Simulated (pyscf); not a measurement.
Thermochemistry of product channels of :HSi–PH₂ [singlet] + PH₃ on the singlet surface, in kcal/mol, from ωB97M-D3(BJ)/def2-TZVP energies (ideal gas, 1 atm, RRHO with modes under 100 cm⁻¹ raised to 100, one conformer, R ln 2 for rigid chiral ones). PySCF, gas phase, ωB97X-D3(BJ)/def2-SVP geometries.

| products | ΔE | ΔH(298 K) | ΔG(600 K) | ΔG(900 K) |
|---|---|---|---|---|
| H₂P–SiH₂–PH₂ | -50.6 | -48.7 | -26.3 | -15.7 |
| HP=SiH–PH₂ + hydrogen (H₂) | -12.5 | -13.7 | -8.8 | -7.2 |

These are energies of the channels, which say nothing of barriers. :HSi–PH₂ [singlet] lies 11.4 kcal/mol over its isomer H₂Si=PH, and others may lie lower still (electronic energy, ωB97M-D3(BJ)). HP=SiH–PH₂ lies 15.9 kcal/mol over its isomer cyclic H₄P₂Si (SMILES [SiH2]1PP1), and others may lie lower still (electronic energy, ωB97M-D3(BJ)).
